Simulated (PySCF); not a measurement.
## Static response to an electric field

Compound: Z-3-amino-2-propenenitrile, C3H4N2.
Atom-mapped SMILES: `[N:1]#[C:2]/[CH:3]=[CH:4]\[NH2:5]` (hydrogens: H6 on C3; H7 on C4; H8, H9 on N5)

Geometry (PBE0-D3(BJ)/def2-SVP, Å), atoms numbered from 1 in this order:
```xyz
9
C3H4N2 angstrom
N      2.2853   -1.2875   -0.5661
C      1.6279   -0.3473   -0.3717
C      0.7656    0.7478   -0.1229
C     -0.5525    0.5401    0.1429
N     -1.1764   -0.6530    0.1851
H      1.1683    1.7599   -0.1476
H     -1.1931    1.4058    0.3348
H     -2.1422   -0.7263    0.4619
H     -0.6501   -1.5089    0.0580
```

Level: B3LYP/def2-SVPD (PySCF), static field, nuclei fixed, core orbitals frozen in the response. The polarisability tensor in these axes (au):

```
x   69.95 -4.95 -7.96
y   -4.95 52.53  2.23
z   -7.96  2.23 35.19
```

**Question.** What are the eigenvalues, a third of the trace, and Δα (Δα² = ½Σ(αi − αj)² over the three pairs)?

**Answer.** Principal values 33.39, 51.22 and 73.06 au; mean 52.56 au = 7.79 Å³ = 8.67 × 10⁻⁴⁰ C²·m²/J; Δα = 34.42 au (65 % of the mean).

**Question.** What is the dipole moment, and where does it point?

**Answer.** (-4.83, 1.85, 1.29) D, 5.33 D in size, pointing from the negative to the positive side. Measured along this direction, the outermost atoms are N1 at the negative end and H8 at the positive end.

**Question.** Traceless (Buckingham) quadrupole moment about the centre of nuclear charge: eigenvalues?

**Answer.** -6.74, -3.28, 10.02 D·Å. The values depend on the origin, since the dipole doesn't vanish. The electronic extent ⟨r²⟩ about the same centre is 419 bohr², a root-mean-square distance of 1.80 Å for the 36 electrons.

**Question.** Along which axes do the principal values lie, and how far do the nuclei extend along each?

**Answer.** Largest value along (0.94, -0.25, -0.21), where the nuclei span 4.54 Å; middle along (0.26, 0.97, 0.01), 3.63 Å; least along (0.20, -0.06, 0.98), 0.08 Å. The response follows the extents in order.

**Question.** Find the Langevin capture rate constant for H3O+ (19.018 u) meeting this molecule (68.037 u), k = 2.342 × 10⁻⁹ cm³/s × √(α in Å³ / reduced mass in u).

**Answer.** The reduced mass is 14.86 u, so k = 1.70 × 10⁻⁹ cm³/s. The formula leaves out the permanent dipole, which adds to the capture rate.

Isolated species at its PBE0-D3(BJ)/def2-SVP geometry, gas phase.
